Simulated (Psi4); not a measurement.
# CF3 (trifluoromethyl radical): UMP2/pcseg-1 (density fitting, density fitting for correlation, sweep point 2)

What is the energy change on altering one bond length of CF3 (trifluoromethyl radical) at UMP2/pcseg-1 (density fitting, density fitting for correlation, sweep point 2)? 

The results are computed with Psi4 1.11.

## Step 1: The molecule

The species is CF3 (4 atoms), meant as a doublet with charge 0. As SMILES, `F[C](F)F`. The coordinates come from a PBE0-D4/def2-TZVP relaxation.

Bond lengths: F1–C2 1.313 Å, C2–F3 1.313 Å, C2–F4 1.313 Å. Angles: F1–C2–F3 111.4°, F1–C2–F4 111.4°, F3–C2–F4 111.4°.

## Step 2: A single-point energy at UMP2/pcseg-1 (density fitting, density fitting for correlation, sweep point 2)

cf3.py

```python
import psi4

psi4.set_memory(1600000000)
psi4.set_num_threads(1)
psi4.set_output_file('output.dat', False)

mol = psi4.geometry("""
0 2
F     -1.227500     0.024900     0.265400
C     -0.039500    -0.059500    -0.286700
F      0.658900    -1.044900     0.227300
F      0.608100     1.079500    -0.205900
symmetry c1
""")

psi4.set_options({
    'basis': 'pcseg-1',
    'reference': 'uhf',
    'puream': True,
    'scf_type': 'df',
    'num_frozen_docc': 4,
    'maxiter': 150,
})

E = psi4.energy("mp2")
print(f'total energy {E:.8f} hartree = {E * 27.211386:.5f} eV')
```

On the command line:

```
python cf3.py
```

output.dat, cut to the lines that bear on the results:

```text
[...]
  Running in c1 symmetry.
[...]
  Nuclear repulsion =  124.596026532847389
[...]
  Multiplicity = 2
[...]
  Nalpha       = 17
  Nbeta        = 16
[...]
    Number of basis functions: 56
[...]
   @DF-UHF iter   1:  -335.93894959745518   -4.49493e-01   8.40152e-03 ADIIS/DIIS
[...]
   @DF-UHF iter  13:  -336.03134916801446   -4.26326e-12   6.28933e-09 DIIS
[...]
   @S^2 Observed:                7.540883065E-01
[...]
    Orbital Energies [Eh]
    ---------------------
    Alpha Occupied:
       1A    -26.351216     2A    -26.351179     3A    -26.351153
       4A    -11.523488     5A     -1.781818     6A     -1.687124
       7A     -1.687058     8A     -1.008935     9A     -0.867617
      10A     -0.867587    11A     -0.858835    12A     -0.749923
      13A     -0.749893    14A     -0.702484    15A     -0.702452
      16A     -0.681545    17A     -0.486205
    Alpha Virtual:
      18A      0.331419    19A      0.331485    20A      0.362305
      21A      0.496997    22A      0.617710    23A      0.624511
      24A      0.624589    25A      1.200556    26A      1.200586
[...]
  @DF-UHF Final Energy:  -336.03134916801446
   => Energetics <=
    Nuclear Repulsion Energy =            124.5960265328473895
    One-Electron Energy =                -715.2435927341164188
    Two-Electron Energy =                 254.6162170332545713
    Total Energy =                       -336.0313491680144580
  UHF NO Occupations:
  HONO-2 :   15  A 1.9996479
  HONO-1 :   16  A 1.9989446
[...]
 Multipole Moments:
 ------------------------------------------------------------------------------------
     Multipole            Electronic (a.u.)      Nuclear  (a.u.)        Total (a.u.)
 ------------------------------------------------------------------------------------
 L = 1.  Multiply by 2.5417464519 to convert [e a0] to [Debye]
 Dipole X            :         -0.0112355           -0.0259235           -0.0371590
 Dipole Y            :         -0.0172984           -0.0390494           -0.0563477
 Dipole Z            :         -0.0820599           -0.1881753           -0.2702352
 Magnitude           :                                                    0.2785371
[...]
```

Standard output:

```text
total energy -336.68561143 hartree = -9161.68213 eV
```

It took 3.6 s on 1 thread of Intel Xeon Platinum 8175M at 2.50GHz (Skylake/Cascade Lake), shared host; peak memory 0.19 GiB.

## Step 3: The distorted shape

run.py

```python
import psi4

psi4.set_memory('1600 MB')
psi4.set_num_threads(1)
psi4.core.set_output_file('cf3.out', False)

geom = psi4.geometry("""
0 2
F     -1.576684     0.517577     0.008412
C     -0.388684     0.433177    -0.543688
F      0.658900    -1.044900     0.227300
F      0.258916     1.572177    -0.462888
symmetry c1
""")

psi4.set_options({
    'basis': 'pcseg-1',
    'reference': 'uhf',
    'puream': True,
    'scf_type': 'df',
    'num_frozen_docc': 4,
    'maxiter': 150,
})

energy_value = psi4.energy('mp2')
print('E =', round(energy_value, 9))
```

On the command line:

```
python run.py
```

cf3.out, cut to the lines that bear on the results:

```text
[...]
  Running in c1 symmetry.
[...]
  Nuclear repulsion =  109.144810445017356
[...]
  Multiplicity = 2
[...]
  Nalpha       = 17
  Nbeta        = 16
[...]
    Number of basis functions: 56
[...]
   @DF-UHF iter   1:  -335.71128158790538   -8.99854e-01   1.11364e-02 ADIIS/DIIS
[...]
   @DF-UHF iter  23:  -335.93333740300068   -1.47793e-12   6.43329e-09 DIIS
[...]
   @S^2 Observed:                1.024894319E+00
[...]
    Orbital Energies [Eh]
    ---------------------
    Alpha Occupied:
       1A    -26.376686     2A    -26.376664     3A    -26.348633
       4A    -11.504759     5A     -1.766452     6A     -1.700687
       7A     -1.634647     8A     -0.991782     9A     -0.854478
      10A     -0.835979    11A     -0.816217    12A     -0.760605
      13A     -0.731471    14A     -0.714025    15A     -0.693440
      16A     -0.690815    17A     -0.524602
    Alpha Virtual:
      18A      0.113091    19A      0.304751    20A      0.318757
      21A      0.534728    22A      0.610986    23A      0.662011
      24A      0.687074    25A      1.188116    26A      1.201885
[...]
  @DF-UHF Final Energy:  -335.93333740300068
   => Energetics <=
    Nuclear Repulsion Energy =            109.1448104450173560
    One-Electron Energy =                -684.6525099728492023
    Two-Electron Energy =                 239.5743621248311399
    Total Energy =                       -335.9333374030006780
  UHF NO Occupations:
  HONO-2 :   15  A 1.9993464
  HONO-1 :   16  A 1.8541818
[...]
 Multipole Moments:
 ------------------------------------------------------------------------------------
     Multipole            Electronic (a.u.)      Nuclear  (a.u.)        Total (a.u.)
 ------------------------------------------------------------------------------------
 L = 1.  Multiply by 2.5417464519 to convert [e a0] to [Debye]
 Dipole X            :         -0.1554354           -0.0832152           -0.2386506
 Dipole Y            :          0.2715190            0.0417856            0.3133046
 Dipole Z            :          0.0022252           -0.2303401           -0.2281149
 Magnitude           :                                                    0.4551377
[...]
```

On the terminal:

```text
E = -336.56531759
```

It took 3.9 s on 1 thread of Intel Xeon Platinum 8175M at 2.50GHz (Skylake/Cascade Lake), shared host; peak memory 0.19 GiB.

## Step 4: Summary of results

At UMP2/pcseg-1 (density fitting, density fitting for correlation, sweep point 2), 4 core orbitals frozen:

```
                                                                   quantity          value
                                                  first shape: total energy  -336.68561 Eh
    first shape: HOMO energy (Hartree–Fock orbitals) (highest over α and β)      -13.23 eV
     first shape: LUMO energy (Hartree–Fock orbitals) (lowest over α and β)        2.69 eV
                   first shape: correlation energy (4 core orbitals frozen)     -654.3 mEh
                             first shape: ⟨S²⟩ of the reference determinant          0.754
                                              distorted shape: total energy  -336.56532 Eh
distorted shape: HOMO energy (Hartree–Fock orbitals) (highest over α and β)      -14.04 eV
 distorted shape: LUMO energy (Hartree–Fock orbitals) (lowest over α and β)        1.18 eV
               distorted shape: correlation energy (4 core orbitals frozen)     -632.0 mEh
                         distorted shape: ⟨S²⟩ of the reference determinant          1.025
          energy change with the C2–F3 bond stretched from 1.313 to 1.969 Å       3.273 eV
```

What this shows: With the C2–F3 bond stretched from 1.313 to 1.969 Å the energy rises by 3.27 eV (316 kJ/mol). The first shape isn't relaxed at this level, so the change isn't measured from a minimum. ⟨S²⟩ (distorted shape) is 1.02 where a pure doublet has 0.75: the reference is spin-contaminated.
